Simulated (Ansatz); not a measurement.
Ideal-gas functions of CH radical at 600 K and 1 bar, from an Ansatz frequency run at PBE0-D4/def2-TZVP.

Molar mass 13.02 g/mol, point group C∞v (symmetry number 1), electronic degeneracy 4, moments of inertia 1.172 u Å². Harmonic wavenumbers (cm⁻¹, unscaled): 2853.

Use S(trans) = R[1.5 ln M + 2.5 ln T − 1.1517]; rotational temperatures θ = 24.2544 K / I; S(rot) = R[ln(T/σθ) + 1]; for each mode x = 1.438777 ν̃/T, S = R[x/(eˣ − 1) − ln(1 − e⁻ˣ)] and H = RT x/(eˣ − 1); 1 cm⁻¹ = 0.0119627 kJ/mol; R = 8.31446 J/(mol·K).

Q: By hand: the entropy, in J/(mol·K).

A: Translation 155.4. Rotation: θ = 20.6949 K, giving 36.3. Vibration, mode by mode: 0.07, in all 0.1. Electronic 11.5. Sum 203.3 J/(mol·K).

Q: By hand: H − E and G − E in kJ/mol, counted from the electronic energy.

A: Zero-point energy ½ × 2853 × 0.0119627 = 17.1; thermal vibration 0.0; translation, rotation and pV give 3.5 RT = 17.5. H − E = 34.6 kJ/mol, and G − E = 34.6 − 600 × 203.3/1000 = -87.4 kJ/mol.

Vibration gives 0 % of the entropy; all modes have x over 3 and are hardly excited.
